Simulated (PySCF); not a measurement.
Stepwise substitution at one centre (Si Cl-C2H5). Gas-phase values, no solvent. One relaxed conformer stands for each flexible species; it need not be the lowest. Strings in code marks are SMILES.

The S1 excitation (TDA) from two functionals at the same geometries (B3LYP-D3(BJ)/def2-SVP), both in PySCF: PBE-D3(BJ)/def2-TZVP and B3LYP-D3(BJ)/def2-TZVP. B3LYP has the VWN-RPA correlation part, as in Gaussian. Excitations are Tamm–Dancoff values on a coarser integration grid. The basis has no diffuse functions, so Rydberg states are missing or too high.

```json
[
 {"species": "0 of 4 Cl replaced by C2H5", "PBE-D3(BJ)/def2-TZVP (eV)": "6.32"},
 {"species": "2 of 4 Cl replaced by C2H5", "PBE-D3(BJ)/def2-TZVP (eV)": "6.77"},
 {"species": "3 of 4 Cl replaced by C2H5 (`CC[Si](Cl)(CC)CC`)", "PBE-D3(BJ)/def2-TZVP (eV)": "6.65"},
 {"species": "4 of 4 Cl replaced by C2H5 (`CC[Si](CC)(CC)CC`)", "PBE-D3(BJ)/def2-TZVP (eV)": "6.55"}
]
```

Question: What does B3LYP-D3(BJ)/def2-TZVP give for each?

Answer: 
- 0 of 4 Cl replaced by C2H5: 6.93
- 2 of 4 Cl replaced by C2H5: 7.40
- 3 of 4 Cl replaced by C2H5 (`CC[Si](Cl)(CC)CC`): 7.31
- 4 of 4 Cl replaced by C2H5 (`CC[Si](CC)(CC)CC`): 7.22
Over these rows, drawn at random from the members with no instability flagged (it was tested for open shells, ions and some series alone), PBE minus B3LYP-D3(BJ): mean -0.65 eV, from -0.67 eV to -0.62 eV.
